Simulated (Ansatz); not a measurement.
Reaction (formal hydrolysis of a C–Cl bond): `ClC1=CCC1` + H₂O → `OC1=CCC1` + HCl

Calculated with Ansatz (gas phase, PBE0-D4/def2-TZVP geometries, no zero-point term in ΔE). CCSD(T)/CBS is the MP2 limit (def2-TZVPP, def2-QZVPP) plus CCSD(T) − MP2 in def2-TZVPP, frozen cores. This one scheme is used for every species. Functionals use def2-TZVPP. B3LYP here is the variant with VWN-RPA as its local correlation; programs differ in this. HSE06 is defined as in plane-wave codes. Each species was taken in one conformer, which may not be the lowest.

| level | ΔE (kJ/mol) | difference from CCSD(T)/CBS |
| --- | --- | --- |
| BLYP-D4 | 6.2 | -5.0 |
| r2SCAN-D4 | 3.3 | -7.9 |
| B3LYP-D4 | 4.2 | -7.0 |
| ωB97M-V | 2.3 | -8.9 |
| PBE | 3.1 | -8.1 |
| BLYP | 2.5 | -8.7 |
| PBE0 | 1.8 | -9.4 |
| HSE06 | 2.0 | -9.2 |
| LC-ωPBE | -1.2 | -12.4 |
| MP2/def2-SVP | -6.6 | -17.8 |
| CCSD/def2-SVP | -12.9 | -24.1 |
| CCSD(T)/def2-SVP | -12.0 | -23.2 |
| MP2/def2-TZVPP | 13.6 | 2.4 |
| CCSD(T)/def2-TZVPP | 5.7 | -5.5 |
| MP2/def2-QZVPP | 16.9 | 5.7 |
| HF/CBS(def2) | -5.1 | -16.3 |
| CCSD(T)/CBS | 11.2 | 0 |

What do rigid-rotor, harmonic-oscillator terms from PBE0-D4/def2-TZVP frequencies (298.15 K, 1 bar) make of the CCSD(T)/CBS value? (Estimate.)

Computed: ΔZPE = -2.4 kJ/mol, ΔH = +8.0 kJ/mol, ΔS = -7 J/(mol·K), ΔG = +10.2 kJ/mol.

Largest T1 diagnostic among the species: 0.011.

From BLYP to BHLYP (50 % exact exchange), in def2-TZVPP and without D4, ΔE moves by −3.8 kJ/mol. The D4 term adds +3.2 kJ/mol with B3LYP and +1.7 kJ/mol with PBE0; it sums over pairs of atoms, weighted by their polarisabilities, and B3LYP, whose exchange is more repulsive, gets the larger term.

CCSD(T)/CBS has its own doubt, a few kJ/mol and more with outer-core shells, so smaller differences from it don't rank the levels.
